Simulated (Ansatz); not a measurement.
# PF+ (quartet): wave-function methods side by side, cc-pVTZ

An exercise on one series of results from a longer session: the logs are not shown, and one member is left open.

Program: Ansatz 0.2.0, Gaussian basis. Level of theory: cc-pVTZ, core rule «outside noble gas», up to 6 orbitals frozen. These are calculated values, not measurements.

The runs, in order: UHF; CCSD(T) on ROHF; CCSD(T) on UHF; BCCD(T) on ROHF; CISD as a restricted active space (open shells left free, so some higher excitations enter); CCSDT(Q) on ROHF; CCSDT(Q) on UHF; CASSCF and MRCISD+Q, 11 electrons in 8 orbitals; CASSCF and NEVPT2, 11 electrons in 8 orbitals.

6 further runs of the same task are left out: 6 set aside as unsound or not needed. Runs told in other sessions of the task aren't counted.

## The system

The geometry is a PBE0/def2-TZVP stationary point (not a proven minimum) of the parent state, kept for this charge and spin.

2 atoms, charge 1, spin multiplicity 4.

Atoms are counted from 1 here; the program's logs count them from 0.

Bond lengths: F1–P2 1.593 Å.

Set-up of the first run:

in.yaml reads:

```yaml
crystal:
  periodic: [false, false, false]
  atoms:
    - {symbol: F, position_ang: [0.000000, 0.000000, 0.000000]}
    - {symbol: P, position_ang: [0.000000, 0.000000, 1.593400]}
basis:
  gaussian: {orbitals: cc-pVTZ}
total_charge: 1
magnetization: {spin_polarized: true, initial_magnetization: 3}
hamiltonian: {xc: hf}
output: {orbitals: {seedname: orbitals}}
```

Started as:

```console
$ ansatz run in.yaml --threads 1 --pin off --events-out ev --progress --plain --max-ram 4096MiB --backend cpu
```

Steps of the session up to this table: UHF; CCSD(T) on ROHF; CCSD(T) on UHF; BCCD(T) on ROHF; CISD as a restricted active space (open shells left free, so some higher excitations enter); CCSDT(Q) on ROHF; CCSDT(Q) on UHF; CASSCF and MRCISD+Q, 11 electrons in 8 orbitals; CASSCF and NEVPT2, 11 electrons in 8 orbitals.

One table of the session follows, with a row left open; its other results are not shown here.

| method | from UCCSDT(Q) (kcal/mol) |
| --- | --- |
| ROHF | +211.76 |
| UHF | +209.63 |
| RMP2 | +14.32 |
| UMP2 | +14.48 |
| CISD | +18.75 |
| RCCSD | +8.53 |
| UCCSD | +8.32 |
| RCCSD(T) | ? |
| UCCSD(T) | +0.88 |
| BCCD(T) | +0.95 |
| RCCSDT | +0.45 |
| UCCSDT | +0.39 |
| RCCSDT(Q) | +0.24 |
| UCCSDT(Q) | 0 |
| CASSCF valence | +189.26 |
| NEVPT2 valence | +28.04 |
| MRCISD valence | +14.99 |
| MRCISD+Q valence | +4.10 |

Q: Estimate the row for RCCSD(T) from the others.

As computed: from UCCSDT(Q) (kcal/mol): +0.91. In the column «from UCCSDT(Q) (kcal/mol)» it lies between UCCSD(T) (+0.88) and BCCD(T) (+0.95).

Caveats from the session: Restricted and unrestricted rows rest on different reference determinants; a gap between their highest levels can come from leftover correlation error, from unlike frozen cores or from another state.
